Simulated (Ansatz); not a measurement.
# Si2F (quartet): the correlation ladder, cc-pVDZ

An exercise on one series of results from a longer session: the logs are not shown, and one member is left open.

The runs use Ansatz 0.2.0, Gaussian basis; cc-pVDZ, core rule «outside noble gas», up to 11 orbitals frozen.

The runs, in order: UHF; CCSD(T) on ROHF; CCSD(T) on UHF; BCCD(T) on ROHF; CISD; CCSDT(Q) on ROHF; CCSDT(Q) on UHF.

31 further runs of the same task are left out: 10 for a known fault of the program, 10 that didn't finish, 11 set aside as unsound or not needed.

### The geometry

The geometry is a PBE0/def2-TZVP stationary point (not a proven minimum).

3 atoms, charge 0, spin multiplicity 4.

Atoms are counted from 1 here; the program's logs count them from 0.

Bond lengths: F1–Si2 1.608 Å, Si2–Si3 2.332 Å. Angles: F1–Si2–Si3 112.2°.

Set-up of the first run:

File in.yaml:

```yaml
crystal:
  periodic: [false, false, false]
  atoms:
    - {symbol: F, position_ang: [0.000000, -0.606197, 1.621189]}
    - {symbol: Si, position_ang: [0.000000, 0.594494, 0.550881]}
    - {symbol: Si, position_ang: [0.000000, -0.184433, -1.647532]}
basis:
  gaussian: {orbitals: cc-pVDZ}
magnetization: {spin_polarized: true, initial_magnetization: 3}
hamiltonian: {xc: hf}
output: {orbitals: {seedname: orbitals}}
```

Run with:

```sh
$ ansatz run in.yaml --threads 1 --pin off --events-out ev --progress --plain --max-ram 2393MiB
```

Steps of the session up to this table: UHF; CCSD(T) on ROHF; CCSD(T) on UHF; BCCD(T) on ROHF; CISD; CCSDT(Q) on ROHF; CCSDT(Q) on UHF.

One of the session's tables, all rows but one given; the rest of the session is left out.

It belongs to the step «Misses and costs». 

| method | from UCCSDT(Q) (meV) |
| --- | --- |
| ROHF | +9924.6 |
| UHF | +9798.8 |
| RMP2 | +1092.8 |
| UMP2 | +1151.2 |
| CISD | +1332.4 |
| RCCSD | +368.4 |
| UCCSD | +364.9 |
| RCCSD(T) | +74.7 |
| UCCSD(T) | ? |
| BCCD(T) | +69.1 |
| RCCSDT | +30.1 |
| UCCSDT | +29.5 |
| RCCSDT(Q) | +3.9 |
| UCCSDT(Q) | 0 |

**Question.** Estimate the row for UCCSD(T).

The run gave: from UCCSDT(Q) (meV): +75.9. In the column «from UCCSDT(Q) (meV)» it lies between RCCSD(T) (+74.7) and UCCSD (+364.9).

With the free atoms at the same levels and basis (separate runs), the atomisation energy is 6.865 eV at UCCSDT(Q), 6.822 eV at RCCSD(T), 6.818 eV at UCCSD(T), 4.943 eV at ROHF.

To keep in mind: Restricted and unrestricted rows rest on different reference determinants; where their highest levels disagree by more than a few hundredths of an eV, they describe different states and don't form one ladder.
